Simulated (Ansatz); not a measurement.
The input, for Ansatz 0.2.0:

```yaml
crystal:
  periodic: [false, false, false]
  atoms:
    - {symbol: Si, position_ang: [-0.103589, 0.000000, 0.000000]}
    - {symbol: H, position_ang: [-0.598461, 1.399708, 0.000000]}
    - {symbol: H, position_ang: [-0.598461, -0.699854, 1.212183]}
    - {symbol: H, position_ang: [-0.598461, -0.699854, -1.212183]}
    - {symbol: H, position_ang: [1.968411, 0.000000, 0.000000]}
    - {symbol: H, position_ang: [2.713411, 0.000000, 0.000000]}
basis:
  gaussian: {orbitals: 6-31G}
magnetization: {spin_polarized: false, initial_magnetization: 1}
correlation: {method: ccsdtq, electrons: outside_noble_gas}
```

```sh
$ ansatz run in.yaml --threads 1 --pin off --events-out ev --progress --plain --max-ram 2393MiB
```

The program prints:

```
504 factors; integrals over basis functions are off by at most 9.6e-8 eV
mean field evaluation 1: about -7936.2440 eV, gradient 7.9e0 eV
mean field evaluation 2: about -7936.2452 eV, gradient 7.9e0 eV
mean field evaluation 4: about -7936.7370 eV, gradient 3.1e-1 eV
mean field evaluation 8: about -7936.7389 eV, gradient 2.8e-6 eV
mean field -7936.73894971 eV, -291.6697766869 hartree, gradient 8.5e-6 eV, S^2 0.750000; 0 other end points of the search recorded, 0 dependent functions left out
mean field evaluation 16: about -7936.2532 eV, gradient 6.5e0 eV
5 core orbitals not correlated: weight in the atoms' cores, before any rotation towards them, 1.000 or more for the frozen orbitals, at most 0.000 for the correlated occupied ones
reference -7936.73894971 eV, -291.6697766869 hartree; 5, 4 occupied and 13, 14 virtual orbitals, 504 factors
second order -1.85136941 eV of doubles, -0.02997264 eV of singles
cycle   1  -2.37800372 eV  change   -5.0e-1 eV  update   5.9e-2
cycle   2  -2.65161818 eV  change   -2.7e-1 eV  update   2.6e-2
cycle   3  -2.66247039 eV  change   -1.1e-2 eV  update   6.4e-3
cycle   4  -2.66468485 eV  change   -2.2e-3 eV  update   2.2e-3
cycle   5  -2.66460408 eV  change    8.1e-5 eV  update   9.7e-4
cycle   6  -2.66463026 eV  change   -2.6e-5 eV  update   3.7e-4
cycle   7  -2.66480860 eV  change   -1.8e-4 eV  update   1.0e-4
cycle   8  -2.66481890 eV  change   -1.0e-5 eV  update   4.1e-5
cycle   9  -2.66479550 eV  change    2.3e-5 eV  update   1.6e-5
cycle  10  -2.66480251 eV  change   -7.0e-6 eV  update   6.6e-6
cycle  11  -2.66480251 eV  change    3.7e-9 eV  update   2.5e-6
cycle  12  -2.66480337 eV  change   -8.6e-7 eV  update   1.0e-6
Total energy: -7939.40375308 eV, -291.7677064045 hartree
```

For the same geometry and basis full CI lies 0.0 meV lower.

Ran on 1 thread of Arm Neoverse V1, shared host: 26 s wall, 0.29 GiB peak host memory.
